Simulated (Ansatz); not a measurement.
# CH₄B (doublet): the correlation ladder at a displaced geometry (v2), cc-pVDZ

One table from this session's results is given with a row withheld; the runs are named, their logs left out.

The runs use Ansatz 0.2.0, Gaussian basis; cc-pVDZ, core rule «outside noble gas», up to 2 orbitals frozen.

To be run: UHF; CCSD(T) on ROHF; CCSD(T) on UHF; BCCD(T) on ROHF; CISD as a restricted active space (open shells left free, so some higher excitations enter); CCSDT(Q) on ROHF; CCSDT(Q) on UHF; CASSCF and MRCISD+Q, 9 electrons in 9 orbitals; CASSCF and NEVPT2, 9 electrons in 9 orbitals.

19 further runs of the same task are left out: 10 that didn't finish, 9 set aside as unsound or not needed. Runs told in other sessions of the task aren't counted.

### The geometry

The geometry is a PBE0/def2-TZVP stationary point (not a proven minimum) with its atoms shifted at random (size 0.100 Å).

6 atoms, charge 0, spin multiplicity 2.

Atoms are counted from 1 here; the program's logs count them from 0.

Bond lengths: B1–C2 1.521 Å, B1–H3 1.176 Å, B1–H4 1.277 Å, C2–H5 1.055 Å, C2–H6 1.228 Å. Angles: C2–B1–H3 120.5°, C2–B1–H4 119.0°, H3–B1–H4 119.4°, B1–C2–H5 130.8°, B1–C2–H6 120.8°, H5–C2–H6 105.4°.

Set-up of the first run:

Input file in.yaml:

```yaml
crystal:
  periodic: [false, false, false]
  atoms:
    - {symbol: B, position_ang: [0.080359, 0.006765, 0.794194]}
    - {symbol: C, position_ang: [-0.084515, 0.015139, -0.717550]}
    - {symbol: H, position_ang: [0.064117, 1.013878, 1.401121]}
    - {symbol: H, position_ang: [0.003204, -1.103718, 1.419335]}
    - {symbol: H, position_ang: [-0.109674, 0.815740, -1.403714]}
    - {symbol: H, position_ang: [0.187516, -0.978853, -1.384748]}
basis:
  gaussian: {orbitals: cc-pVDZ}
magnetization: {spin_polarized: true, initial_magnetization: 1}
hamiltonian: {xc: hf}
output: {orbitals: {seedname: orbitals}}
```

Run with:

```bash
$ ansatz run in.yaml --threads 1 --pin off --events-out ev --progress --plain --max-ram 2393MiB
```

Among the steps run: UHF; CCSD(T) on ROHF; CCSD(T) on UHF; BCCD(T) on ROHF; CISD as a restricted active space (open shells left free, so some higher excitations enter); CCSDT(Q) on ROHF; CCSDT(Q) on UHF; CASSCF and MRCISD+Q, 9 electrons in 9 orbitals; CASSCF and NEVPT2, 9 electrons in 9 orbitals.

One table of the session follows, with a row left open; its other results are not shown here.

It belongs to the step «Misses and costs». 

| method | from UCCSDT(Q) (kJ/mol) |
| --- | --- |
| ROHF | +656.0 |
| UHF | +647.4 |
| RMP2 | +115.2 |
| UMP2 | ? |
| CISD | +62.2 |
| RCCSD | +17.4 |
| UCCSD | +17.3 |
| RCCSD(T) | +2.9 |
| UCCSD(T) | +2.9 |
| BCCD(T) | +2.9 |
| RCCSDT | +0.7 |
| UCCSDT | +0.7 |
| RCCSDT(Q) | 0.0 |
| UCCSDT(Q) | 0 |
| CASSCF frontier | +461.9 |
| NEVPT2 frontier | +110.9 |
| MRCISD frontier | +31.8 |
| MRCISD+Q frontier | +1.3 |

**Question.** Estimate the row for UMP2.

The run gave: from UCCSDT(Q) (kJ/mol): +116.0. In the column «from UCCSDT(Q) (kJ/mol)» it lies between RMP2 (+115.2) and CASSCF frontier (+461.9).

Limits of these values: Restricted and unrestricted rows rest on different reference determinants; a gap between their highest levels can come from leftover correlation error, from unlike frozen cores or from another state.
